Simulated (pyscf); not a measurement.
## Four-centre exchange: O=Ta(Cl)(Cl)–Cl + ammonia (NH₃) → H₂N–Ta(=O)(Cl)–Cl + hydrogen chloride (HCl)

Gas phase, singlet surface, charge 0. Bonds broken: Ta2–Cl3, N6–H7. Bonds formed: Ta2–N6, Cl3–H7. Structures and frequencies: ωB97X-D3(BJ)/def2-SVP in PySCF.

Transition state (Å):

```xyz
9

O     -0.0374     2.3185    -0.1240
Ta     0.0528     0.6254    -0.2354
Cl    -2.6868     0.4454     0.5653
Cl    -0.8627    -0.2533    -2.1854
Cl     2.2768     0.2120    -0.6491
N     -0.0639    -0.0564     1.6850
H     -1.7625     0.1100     1.4901
H      0.1822    -1.0176     1.9245
H      0.2035     0.5537     2.4578
```

One imaginary mode, 189i cm⁻¹; descent along it reached the two sides named, in the forms told below.

```json
[
 {"bond": "Ta2–Cl3", "change": "breaks", "reactant side (Å)": "2.344", "saddle": "2.9", "product side": "4.0"},
 {"bond": "N6–H7", "change": "breaks", "reactant side (Å)": "1.022", "saddle": "1.718", "product side": "2.165"},
 {"bond": "Ta2–N6", "change": "forms", "reactant side (Å)": "2.329", "saddle": "2.041", "product side": "1.970"},
 {"bond": "Cl3–H7", "change": "forms", "reactant side (Å)": "2.9", "saddle": "1.350", "product side": "1.290"}
]
```

Electronic energies relative to the separated reactants (kJ/mol):

```json
[
 {"level": "ωB97X-D3(BJ)/def2-TZVP", "barrier": "65.1", "reaction energy": "+56.8", "reverse barrier": "8.3"},
 {"level": "PBE/def2-TZVP", "barrier": "66.9", "reaction energy": "+49.8", "reverse barrier": "17.0"},
 {"level": "r²SCAN/def2-TZVP", "barrier": "65.2", "reaction energy": "+51.5", "reverse barrier": "13.7"},
 {"level": "B3LYP-D3(BJ)/def2-TZVP", "barrier": "67.5", "reaction energy": "+48.9", "reverse barrier": "18.6"},
 {"level": "PBE0-D3(BJ)/def2-TZVP", "barrier": "63.0", "reaction energy": "+49.8", "reverse barrier": "13.2"},
 {"level": "M06-2X/def2-TZVP", "barrier": "65.3", "reaction energy": "+44.6", "reverse barrier": "20.6"},
 {"level": "ωB97M-D3(BJ)/def2-TZVP", "barrier": "69.8", "reaction energy": "+45.3", "reverse barrier": "24.5"},
 {"level": "HF/def2-TZVP", "barrier": "124.0", "reaction energy": "+49.4", "reverse barrier": "74.6"}
]
```

With ωB97M-D3(BJ)/def2-TZVP energies and thermal terms (ideal gas, 1 atm, RRHO with modes under 100 cm⁻¹ raised to 100, one conformer, R ln 2 for chiral ones without a mode under 150 cm⁻¹), in kJ/mol:

| T (K) | ΔH‡ | ΔG‡ | ΔH | ΔG |
|---|---|---|---|---|
| 298 | 60.5 | 104.8 | +36.7 | +36.3 |
| 600 | 63.0 | 148.9 | +39.4 | +34.9 |
| 900 | 66.8 | 191.0 | +42.1 | +32.0 |
| 1200 | 70.6 | 231.9 | +44.5 | +28.2 |

On the reactant side the descent ends in an adduct with a N–Ta contact (not fully relaxed), 122.3 kJ/mol under the separated species and 187.4 kJ/mol under the saddle at ωB97X-D3(BJ)/def2-TZVP. What is counted as formed (N–Ta) is already present as a longer contact in the reactant adduct; forming that adduct is a step of its own. This is the saddle that the search found; another between the same sides may lie lower. Elements past Kr carry the def2 core potentials, without spin-orbit coupling.
